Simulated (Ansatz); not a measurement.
# One shape, several levels: AlH (SMILES [AlH])

Wanted: a comparison of 6 runs (HF/3-21G, UHF/3-21G, HF/cc-pVTZ, UPBE/3-21G, BCCD(T)/3-21G, CCSD/cc-pVTZ) of AlH. 

The calculation is run with Ansatz 0.2.0.

53 further runs of the same task are left out: 53 set aside as unsound or not needed.

### Step 1. Starting point

AlH has 2 atoms, charge 0, and is taken as a singlet. SMILES: `[AlH]`. The H2–Al1 distance was set to 4.034 Å, away from the relaxed value.

### Step 2. The energy at HF/3-21G (run 1)

in.yaml

```yaml
crystal:
  periodic: [false, false, false]
  atoms:
    - {symbol: Al, position_ang: [0.000000, 0.000000, -2.420230]}
    - {symbol: H, position_ang: [0.000000, 0.000000, 1.613470]}
basis:
  gaussian: {orbitals: 3-21G.json}
hamiltonian: {xc: hf}
accuracy: high
```

The basis set 3-21G is read from a file made from the Basis Set Exchange's data (not shown).

Started as:

```console
ansatz run in.yaml --threads 1 --pin off --max-ram 2610MiB --events-out events.jsonl --progress --plain --runs-dir runs
```

The log of the run:

```text
Warning: RAYON_NUM_THREADS=1 ignored (pool sized by the plan → 1); use --threads N
Functional definition: HF
  name "HF"
  exchange = exact_x
  correlation = 0
270 factors; integrals over basis functions are off by at most 4.6e-9 eV
mean field evaluation 1: about -6554.7731 eV, gradient 1.1e1 eV
mean field evaluation 2: about -6554.7733 eV, gradient 1.1e1 eV
mean field evaluation 4: about -6556.8246 eV, gradient 1.6e0 eV
mean field evaluation 8: about -6556.8574 eV, gradient 4.7e-2 eV
mean field evaluation 16: about -6556.8574 eV, gradient 2.1e-8 eV
mean field -6556.85741136 eV, -240.9600654701 hartree, gradient 2.1e-8 eV, S^2 0.000000; 0 other end points of the search recorded, 0 dependent functions left out
reference -6556.85741136 eV, -240.9600654701 hartree; 7, 7 occupied and 8, 8 virtual orbitals, 270 factors
Total energy: -6556.85741136 eV, -240.9600654701 hartree
```

Run time: 0.16 s. Hardware: 1 thread of Intel Xeon Platinum 8259CL at 2.50GHz (Skylake/Cascade Lake), shared host.

### Step 3. A single-point energy at UHF/3-21G (run 2)

job.yaml

```yaml
basis:
  gaussian: {orbitals: 3-21G.json}
crystal:
  periodic: [false, false, false]
  atoms:
    - {symbol: Al, position_ang: [0.000000, 0.000000, -2.420230]}
    - {symbol: H, position_ang: [0.000000, 0.000000, 1.613470]}
accuracy: high
magnetization: {spin_polarized: true}
hamiltonian: {xc: hf}
```

The basis set 3-21G is read from a file made from the Basis Set Exchange's data (not shown).

Started as:

```console
ansatz run job.yaml --threads 1 --pin off --max-ram 2610MiB --events-out events.jsonl --progress --plain --runs-dir runs
```

The log of the run:

```text
Warning: RAYON_NUM_THREADS=1 ignored (pool sized by the plan → 1); use --threads N
[... 4 set-up lines as earlier in the session ...]
270 factors; integrals over basis functions are off by at most 4.6e-9 eV
mean field evaluation 1: about -6554.7731 eV, gradient 7.6e0 eV
mean field evaluation 2: about -6554.7733 eV, gradient 7.6e0 eV
mean field evaluation 4: about -6556.8246 eV, gradient 1.1e0 eV
mean field evaluation 8: about -6556.8574 eV, gradient 2.6e-3 eV
mean field evaluation 16: about -6557.3054 eV, gradient 2.8e0 eV
mean field evaluation 32: about -6559.2398 eV, gradient 1.3e0 eV
mean field evaluation 64: about -6551.2315 eV, gradient 1.0e1 eV
mean field evaluation 96: about -6559.2624 eV, gradient 2.4e-1 eV
mean field evaluation 128: about -6556.8574 eV, gradient 6.4e-9 eV
mean field -6559.25929830 eV, -241.0483331869 hartree, gradient 8.0e-9 eV, S^2 0.976489; 5 other end points of the search recorded, 0 dependent functions left out
reference -6559.25929830 eV, -241.0483331869 hartree; 7, 7 occupied and 8, 8 virtual orbitals, 270 factors
Total energy: -6559.25929830 eV, -241.0483331869 hartree
```

Run time: 0.4 s. Hardware: 1 thread of Intel Xeon Platinum 8259CL at 2.50GHz (Skylake/Cascade Lake), shared host.

### Step 4. A single-point energy at HF/cc-pVTZ (run 3)

job.yaml

```yaml
crystal:
  periodic: [false, false, false]
  atoms:
    - symbol: Al
      position_ang: [0.000000, 0.000000, -2.420230]
    - symbol: H
      position_ang: [0.000000, 0.000000, 1.613470]
basis:
  gaussian:
    orbitals: cc-pVTZ
magnetization:
  spin_polarized: false
hamiltonian:
  xc: hf
accuracy: high
```

Started as:

```console
ansatz run job.yaml --threads 1 --pin off --max-ram 2610MiB --events-out events.jsonl --progress --plain --runs-dir runs
```

The log of the run:

```text
Warning: RAYON_NUM_THREADS=1 ignored (pool sized by the plan → 1); use --threads N
[... 4 set-up lines as earlier in the session ...]
534 factors; integrals over basis functions are off by at most 2.9e-9 eV
mean field evaluation 1: about -6592.1371 eV, gradient 1.0e1 eV
mean field evaluation 2: about -6592.1373 eV, gradient 1.0e1 eV
mean field evaluation 4: about -6593.6238 eV, gradient 1.0e0 eV
mean field evaluation 8: about -6593.6343 eV, gradient 1.8e-5 eV
mean field evaluation 16: about -6593.6343 eV, gradient 2.1e-8 eV
mean field -6593.63430012 eV, -242.3115912034 hartree, gradient 2.1e-8 eV, S^2 0.000000; 0 other end points of the search recorded, 0 dependent functions left out
reference -6593.63430012 eV, -242.3115912034 hartree; 7, 7 occupied and 41, 41 virtual orbitals, 534 factors
Total energy: -6593.63430012 eV, -242.3115912034 hartree
```

Wall time 0.36 s (1 thread of Intel Xeon Platinum 8259CL at 2.50GHz (Skylake/Cascade Lake), shared host).

Runs 4 to 5 aren't shown in full; the table further down has their settings and results.

### Step 5. The energy at CCSD/cc-pVTZ (run 6)

Edit in.yaml of step 2 so:

```diff
@@ -6,4 +6,11 @@
 basis:
-  gaussian: {orbitals: 3-21G.json}
-hamiltonian: {xc: hf}
+  gaussian:
+    orbitals: cc-pVTZ
+magnetization:
+  spin_polarized: false
+correlation:
+  method: ccsd
+  frozen_orbitals: {Al: 5, H: 0}
+scf:
+  omitted_lower_state_checks: [cluster_reference, increment]
 accuracy: high
```

Started as:

```console
ansatz run in.yaml --threads 1 --pin off --max-ram 2610MiB --events-out events.jsonl --progress --plain --runs-dir runs
```

The log of the run:

```text
Warning: RAYON_NUM_THREADS=1 ignored (pool sized by the plan → 1); use --threads N
[... 12 lines left out ...]
5 core orbitals not correlated: weight in the atoms' cores, before any rotation towards them, 1.000 or more for the frozen orbitals, at most 0.000 for the correlated occupied ones
[... 29 lines left out ...]
WARN: these amplitudes may be one of several solutions (largest doubles amplitude 0.64, level shift 0.76 eV)
Total energy: -6596.77517619 eV, -242.4270162703 hartree
Checks for a lower state left out: cluster_reference, increment
```

Wall time 0.67 s (1 thread of Intel Xeon Platinum 8259CL at 2.50GHz (Skylake/Cascade Lake), shared host); peak memory 0.12 GiB.

### Step 6. Overview of the runs

```csv
run,level,frozen core orbitals,energy (Eh),wall time
1,HF/3-21G,–,-240.960065,0.16 s
2,UHF/3-21G,–,-241.048333,0.4 s
3,HF/cc-pVTZ,–,-242.311591,0.36 s
4,UPBE/3-21G,–,-241.378846,5.7 s
5,BCCD(T)/3-21G,5,-241.080936,0.34 s
6,CCSD/cc-pVTZ,5,-242.427016,0.67 s
```

### Step 7. Summary of results

```
                                          quantity          value
                               run 6: total energy  -242.42702 Eh
run 6: correlation energy (5 core orbitals frozen)     -115.4 mEh
                              run 6: T1 diagnostic          0.192
```

**Reading.** In run 6 the T1 diagnostic is large, so a single reference may not serve. In runs 5, 6 the log says that unrestricted orbitals would lower the reference, so the values rest on an unstable closed-shell determinant (other closed-shell runs at this shape may share the fault). Spin contamination of the reference: run 2 ⟨S²⟩ = 0.98, run 4 ⟨S²⟩ = 0.83. Where it is this large, the reference is a mixture of spin states, and values that rest on it are in doubt. All runs together took 7.6 s, the longest 5.7 s.
